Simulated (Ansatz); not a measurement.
**CH₂S (SMILES C=S): functionals against CCSD(T) at one geometry**

How do the functionals fare away from a minimum? The structure is a structure displaced at random from a GFN2-xTB minimum.

Computed with Ansatz 0.2.0, Gaussian basis. Level: single points in def2-TZVPP.

Cores are frozen in the correlated methods. B3LYP uses VWN-RPA correlation.

### Step 1. The system as given

SMILES `C=S`, 4 atoms, charge 0, spin multiplicity 1.

Atoms are counted from 1 here; the program's logs count them from 0.

Bond lengths: C1–S2 1.612 Å, C1–H3 1.185 Å, C1–H4 1.126 Å. Angles: S2–C1–H3 123.4°, S2–C1–H4 119.6°, H3–C1–H4 117.0°.

Geometry (Å):

```xyz
4
CH2S
C    -0.10290   -0.02150   -0.03530
S     1.34730    0.52200    0.41360
H    -1.01820   -0.13090    0.70960
H    -0.27260   -0.33610   -1.10280
```

### Step 2. CCSD(T)/def2-TZVPP

run/in.yaml reads:

```yaml
crystal:
  periodic: [false, false, false]
  atoms:
    - {symbol: C, position_ang: [-0.102900, -0.021500, -0.035300]}
    - {symbol: S, position_ang: [1.347300, 0.522000, 0.413600]}
    - {symbol: H, position_ang: [-1.018200, -0.130900, 0.709600]}
    - {symbol: H, position_ang: [-0.272600, -0.336100, -1.102800]}
basis:
  gaussian: {orbitals: def2-TZVPP}
correlation: {method: ccsd_t}
output: {forces: true}
```

The command line of these runs was not kept.

### Step 3. PBE0-D4/def2-TZVPP

Edit run/in.yaml of step 2 so:

```diff
@@ -9,3 +9,3 @@
   gaussian: {orbitals: def2-TZVPP}
-correlation: {method: ccsd_t}
-output: {forces: true}
+hamiltonian: {xc: pbe0, dispersion: d4}
+output: {forces: true, orbitals: {seedname: orbitals}}
```

### Step 4. wB97M-V/def2-TZVPP

Edit run/in.yaml of step 3 so:

```diff
@@ -9,3 +9,3 @@
   gaussian: {orbitals: def2-TZVPP}
-hamiltonian: {xc: pbe0, dispersion: d4}
-output: {forces: true, orbitals: {seedname: orbitals}}
+hamiltonian: {xc: {name: wB97M-V}}
+output: {forces: true}
```

### Step 5. r2SCAN-D4/def2-TZVPP

Edit run/in.yaml of step 4 so:

```diff
@@ -9,3 +9,3 @@
   gaussian: {orbitals: def2-TZVPP}
-hamiltonian: {xc: {name: wB97M-V}}
+hamiltonian: {xc: r2scan, dispersion: d4}
 output: {forces: true}
```

### Step 6. PBE-D4/def2-TZVPP

Edit run/in.yaml of step 5 so:

```diff
@@ -9,3 +9,3 @@
   gaussian: {orbitals: def2-TZVPP}
-hamiltonian: {xc: r2scan, dispersion: d4}
+hamiltonian: {xc: pbe, dispersion: d4}
 output: {forces: true}
```

### Step 7. wB97X-V/def2-TZVPP

Edit run/in.yaml of step 6 so:

```diff
@@ -9,3 +9,3 @@
   gaussian: {orbitals: def2-TZVPP}
-hamiltonian: {xc: pbe, dispersion: d4}
+hamiltonian: {xc: {name: wB97X-V}}
 output: {forces: true}
```

### Step 8. B3LYP-D4/def2-TZVPP

Edit run/in.yaml of step 7 so:

```diff
@@ -9,3 +9,3 @@
   gaussian: {orbitals: def2-TZVPP}
-hamiltonian: {xc: {name: wB97X-V}}
+hamiltonian: {xc: {name: B3LYP}, dispersion: d4}
 output: {forces: true}
```

(Steps that only read results are left out.)

**Question.** What will these runs give? Wanted: energy less free atoms, CCSD(T)/def2-TZVPP; RMS force component; RMS force error; HOMO and LUMO, PBE0-D4; T1 diagnostic.

As calculated:

| quantity | value |
| --- | --- |
| energy less free atoms, CCSD(T)/def2-TZVPP | -1306.8 kJ/mol |
| RMS force component | 0.804 to 0.985 eV/Å over the methods |
| RMS force error | PBE0-D4 0.317, wB97M-V 0.339, r2SCAN-D4 0.244, PBE-D4 0.208, wB97X-V 0.353, B3LYP-D4 0.211 eV/Å |
| HOMO and LUMO, PBE0-D4 | -6.70 and -2.57 eV |
| T1 diagnostic | 0.017 |

**Reading.** Against CCSD(T) the functionals' energies less atoms differ by -80.2 to -34.4 kJ/mol, PBE-D4 by -80.2 kJ/mol. CCSD(T) in triple zeta still lacks some correlation energy of the bonds, so part of these gaps is its own basis error and they don't rank the functionals. On forces the order runs from PBE-D4 to wB97X-V. Frozen-core CCSD(T) forces in triple zeta carry basis errors of their own, and this is one geometry, so small gaps rank nothing. The restricted Hartree–Fock reference is unstable towards an unrestricted one at one or more of these structures.
